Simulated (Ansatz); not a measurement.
# SiN⁺, triplet in 6-31G: errors against full CI

Geometry: a point of a stretch scan, not a stationary point.

```xyz
2

Si    0.0000    0.0000    0.0000
N     0.0000    0.0000    1.4170
```

Basis 6-31G; Ansatz 0.2.0. Only valence electrons are correlated (noble-gas cores frozen), which leaves 8 electrons in 16 orbitals. Prefix R: restricted or restricted open-shell reference; prefix U: unrestricted. Active spaces: pair = (4e, 4o) about the gap; valence = (8e, 8o) chosen from the atoms' valence shells.

Full CI is exact within this basis and frozen core; it isn't the basis-set limit. The frozen core follows each run's orbitals, which can shift R against U totals by a few meV.

For open shells CISD and CISDTQ are restricted-active-space CI with the open shells as a complete middle space.

```
UHF ⟨S²⟩                          : 2.049
T1 diagnostic (RCCSD)             : 0.0863
largest doubles amplitude (RCCSD) : 0.116
T1 diagnostic (UCCSD)             : 0.0756
```

```json
{"level": "RHF", "E − E(full CI) (kcal/mol)": "84.56", "share of correlation (%)": "0.00", "wall time": "–"}
{"level": "UHF", "E − E(full CI) (kcal/mol)": "80.92", "share of correlation (%)": "4.31", "wall time": "–"}
{"level": "RMP2", "E − E(full CI) (kcal/mol)": "24.55", "share of correlation (%)": "70.96", "wall time": "–"}
{"level": "UMP2", "E − E(full CI) (kcal/mol)": "23.45", "share of correlation (%)": "72.27", "wall time": "–"}
{"level": "CISD", "E − E(full CI) (kcal/mol)": "8.88", "share of correlation (%)": "89.50", "wall time": "0.81 s"}
{"level": "RCCSD", "E − E(full CI) (kcal/mol)": "3.37", "share of correlation (%)": "96.01", "wall time": "–"}
{"level": "UCCSD", "E − E(full CI) (kcal/mol)": "3.39", "share of correlation (%)": "95.99", "wall time": "–"}
{"level": "RCCSD(T)", "E − E(full CI) (kcal/mol)": "1.01", "share of correlation (%)": "98.80", "wall time": "1.3 s"}
{"level": "UCCSD(T)", "E − E(full CI) (kcal/mol)": "1.16", "share of correlation (%)": "98.63", "wall time": "1.1 s"}
{"level": "BCCD(T)", "E − E(full CI) (kcal/mol)": "1.13", "share of correlation (%)": "98.66", "wall time": "1.2 s"}
{"level": "RCCSDT", "E − E(full CI) (kcal/mol)": "0.47", "share of correlation (%)": "99.45", "wall time": "–"}
{"level": "UCCSDT", "E − E(full CI) (kcal/mol)": "0.46", "share of correlation (%)": "99.45", "wall time": "–"}
{"level": "CISDTQ", "E − E(full CI) (kcal/mol)": "0.22", "share of correlation (%)": "99.74", "wall time": "2.1 s"}
{"level": "RCCSDT(Q)", "E − E(full CI) (kcal/mol)": "-0.01", "share of correlation (%)": "100.01", "wall time": "3.9 s"}
{"level": "UCCSDT(Q)", "E − E(full CI) (kcal/mol)": "-0.01", "share of correlation (%)": "100.01", "wall time": "3.4 s"}
{"level": "RCCSDTQ", "E − E(full CI) (kcal/mol)": "0.03", "share of correlation (%)": "99.97", "wall time": "23 s"}
{"level": "UCCSDTQ", "E − E(full CI) (kcal/mol)": "0.02", "share of correlation (%)": "99.98", "wall time": "22 s"}
{"level": "CASSCF (pair space)", "E − E(full CI) (kcal/mol)": "71.98", "share of correlation (%)": "14.87", "wall time": "–"}
{"level": "MRCISD (pair space)", "E − E(full CI) (kcal/mol)": "7.72", "share of correlation (%)": "90.86", "wall time": "–"}
{"level": "MRCISD+Q (pair space)", "E − E(full CI) (kcal/mol)": "-1.26", "share of correlation (%)": "101.49", "wall time": "1.6 s"}
{"level": "CASSCF (valence space)", "E − E(full CI) (kcal/mol)": "28.18", "share of correlation (%)": "66.68", "wall time": "–"}
{"level": "NEVPT2 (valence space)", "E − E(full CI) (kcal/mol)": "7.03", "share of correlation (%)": "91.69", "wall time": "2.6 s"}
{"level": "MRCISD (valence space)", "E − E(full CI) (kcal/mol)": "1.15", "share of correlation (%)": "98.64", "wall time": "–"}
{"level": "MRCISD+Q (valence space)", "E − E(full CI) (kcal/mol)": "0.55", "share of correlation (%)": "99.35", "wall time": "3.2 s"}
```

The correlation energy at full CI, counted from RHF, is -3.667 eV. That run took 6 s on 1 thread of Arm Neoverse V1, shared host over 827,904 determinants.

Times hold each run's SCF and search for its determinant on a shared host, so for small cases they say little of a method's own cost; they ran on 1 thread of Arm Neoverse V1. Some runs computed forces too.

Not variational, and here over 5 meV under the exact energy: MRCISD+Q (pair space).

The full-CI state has the irrep B2 of C2v, in the program's axes (one component, if the state is degenerate).

Natural occupations of full CI about the gap: 1.982 1.927 1.900 1.024 0.982 0.080 0.053 0.022 0.010 0.008; effectively unpaired electrons, Σ n²(2−n)², 2.09.
